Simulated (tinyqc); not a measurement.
RKS/PBE0 in the sto-3g basis, for HF, spin multiplicity 1, step by step. One step of it, computed by the program tinyqc.

Task: Iteration 1: building the Kohn-Sham matrix. J_ij = sum D_kl (ij|kl), K_ij = sum D_kl (ik|jl); F = H + J - 0.125 K + V_xc; E = tr D H + tr D J / 2 - 0.0625 tr D K + E_xc + E_nn.

D at the start, lower triangle:
```
            1F 1s      1F 2s    1F 2px    1F 2py     1F 2pz     2H 1s
1F 1s    0.116688
1F 2s   -0.501281   2.156931
1F 2px   0.000000   0.000000  2.000000
1F 2py   0.000000   0.000000  0.000000  2.000000
1F 2pz  -0.005743   0.033801  0.000000  0.000000   2.030964
2H 1s    0.044638  -0.276084  0.000000  0.000000  -0.252924  2.065966
```

core Hamiltonian H = T + V (hartree), lower triangle:
```
             1F 1s       1F 2s     1F 2px     1F 2py     1F 2pz      2H 1s
1F 1s   -40.351052
1F 2s    -9.467263  -10.829247
1F 2px    0.000000    0.000000  -8.518822
1F 2py    0.000000    0.000000   0.000000  -8.518822
1F 2pz   -0.004807   -0.060135   0.000000   0.000000  -8.542853
2H 1s    -0.391426   -1.027375   0.000000   0.000000  -0.788180  -3.394107
```

Two-electron integrals (ij|kl) in chemists' order, unique and non-zero (hartree):
```
(11|11) 5.403501   (21|11) 0.841920   (21|21) 0.156299   (22|11) 1.268028
(22|21) 0.292344   (22|22) 0.926167   (31|31) 0.027998   (32|31) 0.043169
(32|32) 0.204588   (33|11) 1.264502   (33|21) 0.292403   (33|22) 0.925959
(33|33) 0.997514   (41|41) 0.027998   (42|41) 0.043169   (42|42) 0.204588
(43|43) 0.053770   (44|11) 1.264502   (44|21) 0.292403   (44|22) 0.925959
(44|33) 0.889973   (44|44) 0.997514   (51|51) 0.027998   (52|51) 0.043169
(52|52) 0.204588   (53|53) 0.053770   (54|54) 0.053770   (55|11) 1.264502
(55|21) 0.292403   (55|22) 0.925959   (55|33) 0.889973   (55|44) 0.889973
(55|55) 0.997514   (61|11) 0.034939   (61|21) 0.006435   (61|22) 0.011974
(61|33) 0.011960   (61|44) 0.011960   (61|51) 0.000239   (61|52) 0.000453
(61|55) 0.012002   (61|61) 0.000267   (62|11) 0.104374   (62|21) 0.024456
(62|22) 0.088639   (62|33) 0.087388   (62|44) 0.087388   (62|51) 0.001607
(62|52) 0.013649   (62|55) 0.091050   (62|61) 0.001020   (62|62) 0.011316
(63|31) 0.002364   (63|32) 0.014820   (63|53) 0.002769   (63|63) 0.001579
(64|41) 0.002364   (64|42) 0.014820   (64|54) 0.002769   (64|64) 0.001579
(65|11) 0.078919   (65|21) 0.018709   (65|22) 0.072808   (65|33) 0.070024
(65|44) 0.070024   (65|51) 0.003346   (65|52) 0.024629   (65|55) 0.078295
(65|61) 0.000804   (65|62) 0.011476   (65|65) 0.013136   (66|11) 0.325253
(66|21) 0.077391   (66|22) 0.324085   (66|33) 0.316940   (66|44) 0.316940
(66|51) 0.004704   (66|52) 0.057691   (66|55) 0.338271   (66|61) 0.003228
(66|62) 0.058206   (66|65) 0.069975   (66|66) 0.774606
```

nuclear repulsion = 2.93443925 hartree

V_xc (hartree), lower triangle:
```
            1F 1s      1F 2s     1F 2px     1F 2py     1F 2pz      2H 1s
1F 1s   -1.106562
1F 2s   -0.224995  -0.707222
1F 2px   0.000000   0.000000  -0.706424
1F 2py   0.000000   0.000000   0.000000  -0.706424
1F 2pz   0.000110  -0.001443   0.000000   0.000000  -0.708092
2H 1s   -0.009245  -0.061715   0.000000   0.000000  -0.051209  -0.401901
```

E_xc = sum of w rho eps_xc = -4.98498449 hartree

Give: Coulomb J; exchange K; Kohn-Sham matrix F; total energy of this density.

Result:

Coulomb J (hartree), lower triangle:
```
         1F 1s  1F 2s  1F 2px  1F 2py  1F 2pz  2H 1s
1F 1s   10.725
1F 2s    2.473  8.022
1F 2px   0.000  0.000   8.006
1F 2py   0.000  0.000   0.000   8.006
1F 2pz   0.010  0.113   0.000   0.000   8.047
2H 1s    0.101  0.823   0.000   0.000   0.720  4.151
```

exchange K (hartree), lower triangle:
```
        1F 1s  1F 2s  1F 2px  1F 2py  1F 2pz  2H 1s
1F 1s   0.292
1F 2s   0.272  2.926
1F 2px  0.000  0.000   2.607
1F 2py  0.000  0.000   0.000   2.607
1F 2pz  0.000  0.008   0.000   0.000   2.616
2H 1s   0.016  0.299   0.000   0.000   0.239  1.590
```

Kohn-Sham matrix F (hartree), lower triangle:
```
          1F 1s   1F 2s  1F 2px  1F 2py  1F 2pz  2H 1s
1F 1s   -30.769
1F 2s    -7.253  -3.880
1F 2px    0.000   0.000  -1.545
1F 2py    0.000   0.000   0.000  -1.545
1F 2pz    0.005   0.050   0.000   0.000  -1.531
2H 1s    -0.301  -0.304   0.000   0.000  -0.149  0.156
```

total energy of this density = -43.57802 hartree
